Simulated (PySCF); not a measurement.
C4H5P.
Numbering: `[cH:1]1[cH:2][cH:3][pH:4][cH:5]1` (hydrogens: H6 on C1; H7 on C2; H8 on C3; H9 on P4; H10 on C5)

The same species was optimised twice, with GFN2-xTB and with PBE0-D3(BJ)/def2-SVP (PySCF), and the same property calculations (PySCF, gas phase) were run on both structures.

| coordinate | GFN2-xTB | PBE0-D3(BJ)/def2-SVP | change |
| --- | --- | --- | --- |
| P4–H9 (Å) | 1.396 | 1.427 | +0.031 |
| C1–C2 (Å) | 1.438 | 1.454 | +0.016 |
| C1–H6 (Å) | 1.079 | 1.094 | +0.015 |
| C2–H7 (Å) | 1.079 | 1.094 | +0.015 |
| C5–H10 (Å) | 1.077 | 1.091 | +0.014 |
| C3–H8 (Å) | 1.077 | 1.091 | +0.014 |
| C1–C5 (Å) | 1.346 | 1.357 | +0.011 |
| C2–C3 (Å) | 1.346 | 1.357 | +0.011 |
| P4–C5 (Å) | 1.804 | 1.804 | 0.000 |
| C3–P4 (Å) | 1.804 | 1.804 | 0.000 |
| C3–P4–H9 (°) | 96.6 | 101.6 | +5.0 |
| C5–P4–H9 (°) | 96.6 | 101.6 | +5.0 |
| C3–P4–C5 (°) | 89.1 | 90.7 | +1.6 |
| P4–C5–H10 (°) | 123.0 | 124.6 | +1.6 |
| P4–C3–H8 (°) | 123.0 | 124.5 | +1.5 |
| C1–C5–P4 (°) | 111.2 | 109.9 | -1.3 |
| C2–C3–P4 (°) | 111.2 | 109.9 | -1.3 |
| C3–C2–H7 (°) | 124.4 | 123.7 | -0.7 |

Rotational constants: A = 7559, B = 5041, C = 3093 MHz (GFN2-xTB) against A = 7360, B = 5059, C = 3065 MHz (PBE0-D3(BJ)/def2-SVP). Point groups within 0.08 Å: Cs and Cs.

On the GFN2-xTB structure: HOMO (eV) -6.84 [PBE0/pcSseg-1]; LUMO (eV) -1.19 [PBE0/pcSseg-1]; dipole (D) 0.87 [PBE0/pcSseg-1]; GIAO shielding of C1/C2 (mean) (ppm) 39.6 [PBE0/pcSseg-1]; GIAO shielding of C3/C5 (mean) (ppm) 45.2 [PBE0/pcSseg-1]; GIAO shielding of P4 (ppm) 391.3 [PBE0/pcSseg-1].

Problem. What do these properties become on the PBE0-D3(BJ)/def2-SVP structure?

Solution. 
| property | level | on GFN2-xTB | on PBE0-D3(BJ)/def2-SVP | change |
| --- | --- | --- | --- | --- |
| HOMO (eV) | PBE0/pcSseg-1 | -6.84 | -6.84 | 0.00 |
| LUMO (eV) | PBE0/pcSseg-1 | -1.19 | -1.24 | -0.05 |
| dipole (D) | PBE0/pcSseg-1 | 0.87 | 0.75 | -0.12 |
| energy, GFN2-xTB geometry as zero (kcal/mol) | PBE0/pcSseg-1 | 0.0 | -1.0 | -1.0 |
| GIAO shielding of C1/C2 (mean) (ppm) | PBE0/pcSseg-1 | 39.6 | 38.1 | -1.5 |
| GIAO shielding of C3/C5 (mean) (ppm) | PBE0/pcSseg-1 | 45.2 | 44.6 | -0.6 |
| GIAO shielding of P4 (ppm) | PBE0/pcSseg-1 | 391.3 | 373.5 | -17.8 |

The heavy atoms differ by 0.019 Å rms after alignment. Among all bonds P4–H9 changes most (+0.031 Å). Changes are differences of the printed values. Neither structure is proved a minimum here.
